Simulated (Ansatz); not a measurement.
# NH₄O (doublet): from Hartree-Fock to the top rungs at distance N1–H4 along a hydrogen transfer = 1.147 Å, cc-pVDZ

How much of the correlation energy of NH₄O (doublet) does each wave-function method recover here?

Computed with Ansatz 0.2.0, Gaussian basis. Level: cc-pVDZ, core rule «outside noble gas», up to 2 orbitals frozen.

To be run: UHF; CCSD(T) on ROHF; CCSD(T) on UHF; BCCD(T) on ROHF; CISD; CCSDT(Q) on ROHF; CCSDT(Q) on UHF; CASSCF and MRCISD+Q, 3 electrons in 3 orbitals; CASSCF and NEVPT2, 3 electrons in 3 orbitals.

### Step 1. The system

The geometry derives from fragments relaxed apart (PBE0/def2-TZVP) and kept rigid, so it is no stationary point. A hydrogen atom is moved between rigid fragments.

6 atoms, charge 0, spin multiplicity 2.

Atoms are counted from 1 here; the program's logs count them from 0.

Bond lengths: N1–H2 1.012 Å, N1–H3 1.012 Å, N1–H4 1.147 Å, H4–O5 1.170 Å, O5–H6 0.973 Å. Angles: H2–N1–H3 107.1°, H2–N1–H4 107.1°, H3–N1–H4 107.1°, N1–H4–O5 180.0°, H4–O5–H6 105.0°.

### Step 2. UHF

in.yaml reads:

```yaml
crystal:
  periodic: [false, false, false]
  atoms:
    - {symbol: N, position_ang: [-1.181528, 0.011087, -0.026067]}
    - {symbol: H, position_ang: [-1.478808, 0.978921, -0.026067]}
    - {symbol: H, position_ang: [-1.478807, -0.391211, 0.854193]}
    - {symbol: H, position_ang: [-0.034528, 0.011087, -0.026067]}
    - {symbol: O, position_ang: [1.135472, 0.011087, -0.026067]}
    - {symbol: H, position_ang: [1.387331, -0.928863, -0.026067]}
basis:
  gaussian: {orbitals: cc-pVDZ}
magnetization: {spin_polarized: true, initial_magnetization: 1}
hamiltonian: {xc: hf}
output: {orbitals: {seedname: orbitals}}
```

On the command line:

```console
> ansatz run in.yaml --threads 1 --pin off --events-out ev --progress --plain --max-ram 4096MiB --backend cpu
```

After this run come: CCSD(T) on ROHF; CCSD(T) on UHF; BCCD(T) on ROHF; CISD; CCSDT(Q) on ROHF; CCSDT(Q) on UHF; CASSCF and MRCISD+Q, 3 electrons in 3 orbitals; CASSCF and NEVPT2, 3 electrons in 3 orbitals.

Before running them: what should the planned runs give, taken together? Wanted: UCCSDT(Q) below the RHF energy; RMP2 from UCCSDT(Q); UMP2 from UCCSDT(Q); RCCSD from UCCSDT(Q); RCCSD(T) from UCCSDT(Q); UCCSD(T) from UCCSDT(Q); RCCSDT(Q) from UCCSDT(Q); NEVPT2 pair from UCCSDT(Q); MRCISD+Q pair from UCCSDT(Q).

As calculated:

| quantity | value |
| --- | --- |
| UCCSDT(Q) below the RHF energy | -11.4307 eV |
| RMP2 from UCCSDT(Q) | +808.2 meV |
| UMP2 from UCCSDT(Q) | +1066.0 meV |
| RCCSD from UCCSDT(Q) | +300.9 meV |
| RCCSD(T) from UCCSDT(Q) | +45.4 meV |
| UCCSD(T) from UCCSDT(Q) | +46.5 meV |
| RCCSDT(Q) from UCCSDT(Q) | +0.1 meV |
| NEVPT2 pair from UCCSDT(Q) | +961.9 meV |
| MRCISD+Q pair from UCCSDT(Q) | +207.5 meV |
| levels within 1 kcal/mol (43 meV) | RCCSDT, UCCSDT, RCCSDT(Q) |
| T1 diagnostic | 0.023 |

In words: RCCSD(T) misses by +45.4 meV, 0.4 % of the correlation energy. Of the multireference levels listed MRCISD+Q pair comes nearest in total energy (+207.5 meV), which doesn't show that its space is the better one. Coupled cluster took another determinant than the lowest Hartree-Fock one. These misses are within one basis, not against nature; the frozen cores of restricted and unrestricted runs differ, which can shift their rows.
